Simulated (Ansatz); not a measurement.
**AsH2, doublet in cc-pVDZ: errors against full CI**

Geometry: a PBE0/def2-TZVP stationary point for this spin, not checked as a minimum.

```yaml
atoms:
  - { symbol: As, position_ang: [0.0000, -0.0281, 0.0000] }
  - { symbol: H, position_ang: [0.0000, 1.0445, -1.0859] }
  - { symbol: H, position_ang: [0.0000, 1.0445, 1.0859] }
```

Basis cc-pVDZ; Ansatz 0.2.0. Correlated methods freeze the noble-gas cores and the filled d shells of p-block atoms, which leaves 7 electrons in 23 orbitals. R marks a restricted (for open shells ROHF) determinant, U an unrestricted one. Active spaces: valence = (7e, 6o) chosen from the atoms' valence shells. No spin–orbit coupling is included, and no scalar relativity.

Full CI is exact within this basis and frozen core; it isn't the basis-set limit. The frozen core follows each run's orbitals, which can shift R against U totals by a few meV for light atoms and by up to 0.1 eV past Ca.

For open shells CISD and CISDTQ are restricted-active-space CI with the open shells as a complete middle space.

* UHF ⟨S²⟩: 0.762
* T1 diagnostic (RCCSD): 0.0169
* largest doubles amplitude (RCCSD): 0.065

| level | E − E(full CI) (kcal/mol) | share of correlation (%) | wall time |
| --- | --- | --- | --- |
| RHF | 81.43 | 0.00 | – |
| RMP2 | 17.09 | 79.02 | – |
| CISD | 5.10 | 93.74 | 0.78 s |
| RCCSD | 2.01 | 97.53 | – |
| RCCSD(T) | 0.40 | 99.51 | 0.87 s |
| BCCD(T) | 0.39 | 99.52 | 0.99 s |
| RCCSDT | 0.07 | 99.92 | – |
| CISDTQ | 0.10 | 99.87 | 4.8 s |
| RCCSDT(Q) | 0.01 | 99.99 | 4.2 s |
| CASSCF (valence space) | 58.35 | 28.35 | – |
| NEVPT2 (valence space) | 14.19 | 82.57 | 0.96 s |
| NEVPT4(SD) (valence space) | 1.22 | 98.50 | 1.3 s |
| MRCISD (valence space) | 2.46 | 96.98 | – |
| MRCISD+Q (valence space) | -0.27 | 100.34 | 1.3 s |

The correlation energy at full CI, counted from RHF, is -3.531 eV. That run took 31 s on 1 thread of Arm Neoverse V1, shared host over 3,920,760 determinants.

Run but not shown, since their state, orbitals or frozen core can't be matched to the reference's or they repeat it: UHF, UMP2, UCCSD, UCCSD(T), UCCSDT, UCCSDT(Q).

Times hold each run's SCF and search for its determinant on a shared host, so for small cases they say little of a method's own cost; they ran on 1 thread of Arm Neoverse V1.

Not variational, and here over 5 meV under the exact energy: MRCISD+Q (valence space).

The full-CI state has the irrep B1 of C2v, in the program's axes.

Natural occupations of full CI about the gap: 1.967 1.946 1.939 0.991 0.046 0.033 0.012 0.011 0.010 0.010; effectively unpaired electrons, Σ n²(2−n)², 1.04.

Atomization energy (electronic, same basis, no zero-point term; atoms at the same level, unrestricted beside the R rows where the molecule is a closed shell, but restricted open-shell past Ca, as are all atoms' steps beyond CCSDT(Q)) at full CI: 528.2 kJ/mol. Errors of other levels:

| level | error (kJ/mol) |
| --- | --- |
| RHF | -155.3 |
| RMP2 | -30.2 |
| CISD | -17.0 |
| RCCSD | -5.8 |
| RCCSD(T) | -1.0 |
| BCCD(T) | -1.0 |
| RCCSDT | -0.1 |
| CISDTQ | -0.4 |
| RCCSDT(Q) | 0.0 |
| CASSCF (valence space) | -58.7 |
| NEVPT2 (valence space) | -20.0 |
| NEVPT4(SD) (valence space) | -6.4 |
| MRCISD (valence space) | -5.9 |
| MRCISD+Q (valence space) | -3.3 |

This basis is far from its limit, so the value isn't to be set against a measured one. Truncated CI isn't size-consistent, which counts against it in atomization.
